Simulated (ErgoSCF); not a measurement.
**SOF2 (thionyl fluoride): B3LYP5/6-311G**

What is the vertical ionisation energy of SOF2 (thionyl fluoride) at B3LYP5/6-311G? 

The calculation is run with ErgoSCF 3.8.

4 further runs of the same task are left out: 2 that didn't finish, 2 set aside as unsound or not needed.

**1. The structure to begin with**

SOF2 has 4 atoms, charge 0, and is taken as a singlet. SMILES: `O=S(F)F`. The coordinates come from a PBE0-D4/def2-TZVP relaxation.

Bond lengths: O1–S2 1.419 Å, S2–F3 1.588 Å, S2–F4 1.588 Å. Angles: O1–S2–F3 106.5°, O1–S2–F4 106.4°, F3–S2–F4 93.0°.

**2. The energy at B3LYP5/6-311G**

Input file job.ego:

```
# F2OS, B3LYP
set_nthreads("env")
scf.output_mulliken_pop = 1
charge = 0
scf.use_diagonalization = 1
XC.type = "LMG"
scf.max_number_of_iterations = 80
tmpdir = "."
basis = "6-311G"
spin_polarization = 0
molecule_inline Angstrom
O      0.932400     0.066600    -1.017800
S     -0.151300    -0.426200    -0.245700
F     -1.124400     0.804200     0.000400
F      0.343300    -0.444600     1.263100
EOF
run "B3LYP"
```

Started as:

```
$ ergo < job.ego
```

Standard output:

```text
[...]
INDF Weighted mixed functional:
[...]
INSC Energy   1 =       -488.31635186582
[...]
INDE E_LUMO =         -0.07136952446
[...]
INSC Energy  22 =       -672.77802159141  ( diff     -0.000000000000909 )
[...]
RESC CONVERGED after  22 iterations.
RESC FINAL ENERGY:       -672.77802159141
[...]
INSC SCF: dipole_moment_x [atomic units] =      -0.51757557
INSC SCF: dipole_moment_y [atomic units] =      -0.78012367
INSC SCF: dipole_moment_z [atomic units] =      -0.17013063
[...]
```

It took 11 s on 1 thread of Intel Xeon Platinum 8488C (Sapphire Rapids), shared host; peak memory 0.26 GiB.

**3. The doublet cation at the same level**

Input file run.inp:

```
set_nthreads("env")
molecule_inline Angstrom
O        0.932400       0.066600      -1.017800
S       -0.151300      -0.426200      -0.245700
F       -1.124400       0.804200       0.000400
F        0.343300      -0.444600       1.263100
EOF
scf.output_mulliken_pop = 1
charge = 1
spin_polarization = 1
scf.max_number_of_iterations = 80
XC.type = "LMG"
basis = "6-311G"
tmpdir = "."
scf.use_diagonalization = 1
run "B3LYP"
```

Started as:

```
$ ergo run.inp
```

Standard output:

```text
[...]
INDF Weighted mixed functional:
[...]
INSC Energy   1 =       -481.86637305934
[...]
INDE E_LUMO =         -0.57664742154
[...]
INSC Energy  23 =       -672.31387225362  ( diff     -0.000000000003638 )
[...]
RESC CONVERGED after  23 iterations.
RESC FINAL ENERGY:       -672.31387225362
RESC FINAL <S2> =          0.75870401276
[...]
INSC SCF: dipole_moment_x [atomic units] =      -0.29362905
INSC SCF: dipole_moment_y [atomic units] =      -0.94374511
INSC SCF: dipole_moment_z [atomic units] =      -0.59223628
[...]
```

It took 18 s on 1 thread of Intel Xeon Platinum 8488C (Sapphire Rapids), shared host; peak memory 0.26 GiB.

**4. What came out**

Level: B3LYP5/6-311G.

```
                                          quantity          value
                        singlet SOF2: total energy  -672.77802 Eh
                       singlet SOF2: dipole moment         2.42 D
                      doublet cation: total energy  -672.31387 Eh
                              doublet cation: ⟨S²⟩          0.759
vertical ionisation energy (to the doublet cation)      12.630 eV
```

The vertical ionisation energy comes to 12.63 eV (291 kcal/mol).
